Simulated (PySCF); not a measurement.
# wB97X-V/STO-3G run of C2Si

Aim: the vertical singlet–triplet gap of C2Si at wB97X-V/STO-3G, from 2 runs. 

Program for the calculation: PySCF 2.14.0.

5 further runs of the same task are left out: 5 set aside as unsound or not needed.

## (1) The molecule

C2Si has 3 atoms, charge 0, and is taken as a singlet. Geometry: relaxed at GFN2-xTB.

Bond lengths: C1–C2 1.259 Å, C2–Si3 1.781 Å. Angles: C1–C2–Si3 180.0°.

## (2) A single-point energy at wB97X-V/STO-3G

Contents of input.py:

```python
from pyscf import gto, dft

mol = gto.M(
    atom='''
C       -1.111830       0.737510      -0.522770
C       -0.135170       0.089220      -0.063600
Si       1.247000      -0.826740       0.586370
''',
    charge=0,
    verbose=4,
    spin=0,
    max_memory=1860,
    basis='sto-3g',
)

calc0 = dft.RKS(mol)
calc0.xc = 'wb97x-v'
calc0.conv_tol = 1e-10
calc0.nlcgrids.level = 1
calc0.grids.level = 5
calc0.kernel()
if not calc0.converged:
    calc0 = calc0.newton().run(calc0.mo_coeff, calc0.mo_occ)

etot = calc0.e_tot
print('Final energy', etot)
```

Command:

```console
$ OMP_NUM_THREADS=1 python input.py
```

Log:

```text
PySCF version 2.14.0

[INPUT] num. atoms = 3
[INPUT] num. electrons = 26
[INPUT] charge = 0
[INPUT] spin (= nelec alpha-beta = 2S) = 0
[INPUT] symmetry False subgroup None
[INPUT] Mole.unit = angstrom
[INPUT] Symbol           X                Y                Z      unit          X                Y                Z       unit  Magmom
[INPUT]  1 C     -1.111830000000   0.737510000000  -0.522770000000 AA   -2.101054197075   1.393691914128  -0.987892126139 Bohr   0.0
[INPUT]  2 C     -0.135170000000   0.089220000000  -0.063600000000 AA   -0.255434280257   0.168601364834  -0.120186581522 Bohr   0.0
[INPUT]  3 Si     1.247000000000  -0.826740000000   0.586370000000 AA    2.356488477333  -1.562312176223   1.108078707661 Bohr   0.0

nuclear repulsion = 54.7130620891418
number of shells = 11
number of NR pGTOs = 57
number of NR cGTOs = 19
basis = sto-3g
ecp = {}

******** <class 'pyscf.dft.rks.RKS'> ********
method = RKS
initial guess = minao
damping factor = 0
level_shift factor = 0
DIIS = <class 'pyscf.scf.diis.CDIIS'>
diis_start_cycle = 1
diis_space = 8
diis_damp = 0
SCF conv_tol = 1e-10
SCF conv_tol_grad = None
SCF max_cycles = 50
direct_scf = True
direct_scf_tol = 1e-13
XC library pyscf.dft.libxc version 7.0.0
    S. Lehtola, C. Steigemann, M. J.T. Oliveira, and M. A.L. Marques.,  SoftwareX 7, 1–5 (2018)
XC functionals = wb97x-v
    N. Mardirossian and M. Head-Gordon.,  Phys. Chem. Chem. Phys. 16, 9904-9924 (2014)
radial grids:
    Treutler-Ahlrichs [JCP 102, 346 (1995); DOI:10.1063/1.469408] (M4) radial grids

becke partition: Becke, JCP 88, 2547 (1988); DOI:10.1063/1.454033
pruning grids: <function nwchem_prune>
grids dens level: 5
symmetrized grids: False
atomic radii adjust function: <function treutler_atomic_radii_adjust>
** Following is NLC and NLC Grids **
NLC functional = wb97x-v
radial grids:
    Treutler-Ahlrichs [JCP 102, 346 (1995); DOI:10.1063/1.469408] (M4) radial grids

becke partition: Becke, JCP 88, 2547 (1988); DOI:10.1063/1.454033
pruning grids: <function nwchem_prune>
grids dens level: 1
symmetrized grids: False
atomic radii adjust function: <function treutler_atomic_radii_adjust>
small_rho_cutoff = 0
Set gradient conv threshold to 1e-05
Initial guess from minao.
tot grids = 129512
tot grids = 16776
init E= -361.029722384473
  HOMO = -0.211472367100903  LUMO = -0.00940983017584024  gap/eV = 5.49840
cycle= 1 E= -360.995099950961  delta_E= 0.0346  |g|= 0.393  |ddm|=  2.8
  HOMO = -0.056630477966312  LUMO = 0.0481820064178638  gap/eV = 2.85209
cycle= 2 E= -360.82653074709  delta_E= 0.169  |g|= 0.824  |ddm|= 1.82
  HOMO = -0.190989646647168  LUMO = 0.0793369137355428  gap/eV = 7.35596
cycle= 3 E= -361.093139477834  delta_E= -0.267  |g|= 0.0556  |ddm|= 1.03
  HOMO = -0.219718173283244  LUMO = 0.0918538615694767  gap/eV = 8.47831
cycle= 4 E= -361.093883500836  delta_E= -0.000744  |g|= 0.0388  |ddm|= 0.121
  HOMO = -0.217826838762391  LUMO = 0.0930567121016182  gap/eV = 8.45957
cycle= 5 E= -361.094358037989  delta_E= -0.000475  |g|= 0.00494  |ddm|= 0.0443
  HOMO = -0.216997775797929  LUMO = 0.0923789014087251  gap/eV = 8.41857
cycle= 6 E= -361.094367458723  delta_E= -9.42e-06  |g|= 0.00107  |ddm|= 0.0111
  HOMO = -0.21665476035823  LUMO = 0.0922430831894158  gap/eV = 8.40554
cycle= 7 E= -361.094367986377  delta_E= -5.28e-07  |g|= 0.000109  |ddm|= 0.00246
  HOMO = -0.216637725626157  LUMO = 0.0922356193210188  gap/eV = 8.40487
cycle= 8 E= -361.094367993361  delta_E= -6.98e-09  |g|= 3.61e-05  |ddm|= 0.00026
  HOMO = -0.216622873417737  LUMO = 0.0922294481238939  gap/eV = 8.40430
cycle= 9 E= -361.094367994057  delta_E= -6.96e-10  |g|= 2.99e-06  |ddm|= 9.9e-05
  HOMO = -0.21662205737713  LUMO = 0.092229215612666  gap/eV = 8.40427
cycle= 10 E= -361.094367994061  delta_E= -4.43e-12  |g|= 2.41e-07  |ddm|= 6.67e-06
  HOMO = -0.216621907848825  LUMO = 0.0922291556268122  gap/eV = 8.40427
Extra cycle  E= -361.094367994062  delta_E= -3.41e-13  |g|= 1.61e-07  |ddm|= 8.09e-07
converged SCF energy = -361.094367994062
Final energy -361.0943679940618
```

It took 12 s on 1 thread of Arm Neoverse V1, shared host; peak memory 0.19 GiB.

## (3) The triplet, same level

Contents of geometry.xyz:

```xyz
3
C2Si
C     -1.111830     0.737510    -0.522770
C     -0.135170     0.089220    -0.063600
Si     1.247000    -0.826740     0.586370
```

Contents of run.py:

```python
from pyscf import gto, dft

molecule = gto.Mole()
molecule.atom = 'geometry.xyz'
molecule.spin = 2
molecule.max_memory = 1860
molecule.verbose = 4
molecule.basis = 'sto-3g'
molecule.charge = 0
molecule.build()

mf = dft.UKS(molecule, xc='wb97x-v')
mf.nlcgrids.level = 1
mf.grids.level = 5
mf.conv_tol = 1e-10
mf.kernel()
if not mf.converged:
    mf = mf.newton().run(mf.mo_coeff, mf.mo_occ)

e_tot = mf.e_tot
print('Final energy', e_tot)
```

Command:

```console
$ OMP_NUM_THREADS=1 python run.py
```

Log:

```text
PySCF version 2.14.0

[INPUT] num. atoms = 3
[INPUT] num. electrons = 26
[INPUT] charge = 0
[INPUT] spin (= nelec alpha-beta = 2S) = 2
[INPUT] symmetry False subgroup None
[INPUT] Mole.unit = angstrom
[INPUT] Symbol           X                Y                Z      unit          X                Y                Z       unit  Magmom
[INPUT]  1 C     -1.111830000000   0.737510000000  -0.522770000000 AA   -2.101054197075   1.393691914128  -0.987892126139 Bohr   0.0
[INPUT]  2 C     -0.135170000000   0.089220000000  -0.063600000000 AA   -0.255434280257   0.168601364834  -0.120186581522 Bohr   0.0
[INPUT]  3 Si     1.247000000000  -0.826740000000   0.586370000000 AA    2.356488477333  -1.562312176223   1.108078707661 Bohr   0.0

nuclear repulsion = 54.7130620891418
number of shells = 11
number of NR pGTOs = 57
number of NR cGTOs = 19
basis = sto-3g
ecp = {}

******** <class 'pyscf.dft.uks.UKS'> ********
method = UKS
initial guess = minao
damping factor = 0
level_shift factor = 0
DIIS = <class 'pyscf.scf.diis.CDIIS'>
diis_start_cycle = 1
diis_space = 8
diis_damp = 0
SCF conv_tol = 1e-10
SCF conv_tol_grad = None
SCF max_cycles = 50
direct_scf = True
direct_scf_tol = 1e-13
number electrons alpha = 14  beta = 12
XC library pyscf.dft.libxc version 7.0.0
    S. Lehtola, C. Steigemann, M. J.T. Oliveira, and M. A.L. Marques.,  SoftwareX 7, 1–5 (2018)
XC functionals = wb97x-v
    N. Mardirossian and M. Head-Gordon.,  Phys. Chem. Chem. Phys. 16, 9904-9924 (2014)
radial grids:
    Treutler-Ahlrichs [JCP 102, 346 (1995); DOI:10.1063/1.469408] (M4) radial grids

becke partition: Becke, JCP 88, 2547 (1988); DOI:10.1063/1.454033
pruning grids: <function nwchem_prune>
grids dens level: 5
symmetrized grids: False
atomic radii adjust function: <function treutler_atomic_radii_adjust>
** Following is NLC and NLC Grids **
NLC functional = wb97x-v
radial grids:
    Treutler-Ahlrichs [JCP 102, 346 (1995); DOI:10.1063/1.469408] (M4) radial grids

becke partition: Becke, JCP 88, 2547 (1988); DOI:10.1063/1.454033
pruning grids: <function nwchem_prune>
grids dens level: 1
symmetrized grids: False
atomic radii adjust function: <function treutler_atomic_radii_adjust>
small_rho_cutoff = 0
Set gradient conv threshold to 1e-05
tot grids = 129512
tot grids = 16776
init E= -361.029722384473

[... the frontier-level lines of each cycle are left out ...]



cycle= 1 E= -360.960568124861  delta_E= 0.0692  |g|= 0.212  |ddm|= 2.11
cycle= 2 E= -360.959944783215  delta_E= 0.000623  |g|= 0.268  |ddm|= 0.865
cycle= 3 E= -361.02217006528  delta_E= -0.0622  |g|= 0.0635  |ddm|= 0.398
cycle= 4 E= -361.02767143845  delta_E= -0.0055  |g|= 0.0542  |ddm|= 0.162
cycle= 5 E= -361.033620663155  delta_E= -0.00595  |g|= 0.0205  |ddm|= 0.171
cycle= 6 E= -361.036911401878  delta_E= -0.00329  |g|= 0.00959  |ddm|= 0.242
cycle= 7 E= -361.037169050861  delta_E= -0.000258  |g|= 0.00555  |ddm|= 0.0405
cycle= 8 E= -361.037305589111  delta_E= -0.000137  |g|= 0.0037  |ddm|= 0.0562
cycle= 9 E= -361.037341728591  delta_E= -3.61e-05  |g|= 0.00112  |ddm|= 0.0189
cycle= 10 E= -361.037349849743  delta_E= -8.12e-06  |g|= 0.000259  |ddm|= 0.0113
cycle= 11 E= -361.037350086169  delta_E= -2.36e-07  |g|= 0.000106  |ddm|= 0.00165
cycle= 12 E= -361.03735010993  delta_E= -2.38e-08  |g|= 2.49e-05  |ddm|= 0.00067
cycle= 13 E= -361.03735011219  delta_E= -2.26e-09  |g|= 8.05e-06  |ddm|= 0.00014
cycle= 14 E= -361.037350112466  delta_E= -2.76e-10  |g|= 2.61e-06  |ddm|= 4.93e-05
cycle= 15 E= -361.037350112495  delta_E= -2.86e-11  |g|= 7.92e-07  |ddm|= 1.71e-05
Extra cycle  E= -361.037350112497  delta_E= -2.27e-12  |g|= 4.59e-07  |ddm|= 2.53e-06
converged SCF energy = -361.037350112497  <S^2> = 2.0701984  2S+1 = 3.0464395
Final energy -361.03735011249734
```

Run time: 19 s. Hardware: 1 thread of Arm Neoverse V1, shared host; peak memory 0.2 GiB.

## (4) Outcome

At wB97X-V/STO-3G:

| quantity | value |
| --- | --- |
| singlet: total energy | -361.09437 Eh |
| singlet: dipole moment | 5.09 D |
| singlet: HOMO energy | -5.89 eV |
| singlet: LUMO energy | 2.51 eV |
| singlet: HOMO–LUMO gap | 8.40 eV |
| triplet: total energy | -361.03735 Eh |
| triplet: dipole moment | 1.02 D |
| triplet: HOMO energy (highest over α and β) | -3.87 eV |
| triplet: LUMO energy (lowest over α and β) | 1.17 eV |
| triplet: ⟨S²⟩ | 2.070 |
| vertical energy of the triplet above the singlet | 1.552 eV |

In words: At this shape the triplet lies 1.55 eV (150 kJ/mol) above the singlet. In a minimal basis such a difference can be off by several eV, whatever the method. Mulliken charges (triplet) run from -0.33 on C2 to +0.36 on Si3.
